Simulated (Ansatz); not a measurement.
Process, species as SMILES: Cl[O] (O-Cl) → Cl atom + O atom
B3LYP-D3(BJ)/def2-TZVP geometries, fixed; electronic energies without zero-point terms.

Basis-set convergence of the atomisation energy at PBE with Ansatz (a quantum-chemistry and plane-wave program). Cartesian d functions, on some or all atoms, in 6-31G**, 6-31+G*, 6-311+G**; all else is spherical. The program fits the integrals of some runs and decomposes those of others, by size. Open shells are unrestricted. No added dispersion term, no relativity. Functions are those of the species that has most. Reference: the value in aug-cc-pV(5+d)Z, 81.76 kcal/mol, itself unsure by roughly 0.05 kcal/mol (its mean distance from pcseg-4, aug-pcseg-3, aug-cc-pV(Q+d)Z). Deviations are taken from unrounded values.

```tsv
basis	functions	atomisation energy (kcal/mol)	minus reference (kcal/mol)
6-31G	22	42.51	-39.25
pcseg-0	22	41.68	-40.08
def2-SVP	32	74.59	-7.17
pcseg-1	32	71.09	-10.67
6-31G**	34	73.95	-7.81
cc-pV(D+d)Z	37	74.70	-7.06
6-31+G*	42	73.28	-8.48
def2-SVPD	50	73.98	-7.78
6-311+G**	53	71.00	-10.76
aug-cc-pV(D+d)Z	55	78.37	-3.39
6-311++G(2d,2p)	62	77.17	-4.59
aug-pcseg-2	96	80.58	-1.18
aug-cc-pV(T+d)Z	101	81.10	-0.66
cc-pV(Q+d)Z	119	81.41	-0.35
def2-QZVPP	127	81.23	-0.53
def2-QZVPPD	145	81.41	-0.35
aug-cc-pV(Q+d)Z	169	81.63	-0.13
pcseg-4	206	81.79	0.03
```

The smallest set listed that lies within 2 kcal/mol of the reference with all its larger relatives (same family, alike in diffuse functions; a set with none counts only in the reference's own line) is aug-pcseg-2 (96 functions, -1.18 kcal/mol off). Inside, with no larger relative to test it: def2-QZVPP, def2-QZVPPD, pcseg-4. (Relatives not listed, tested too: aug-pcseg-3 0.00, cc-pV(5+d)Z -0.11, aug-cc-pV(5+d)Z 0.00 kcal/mol.)
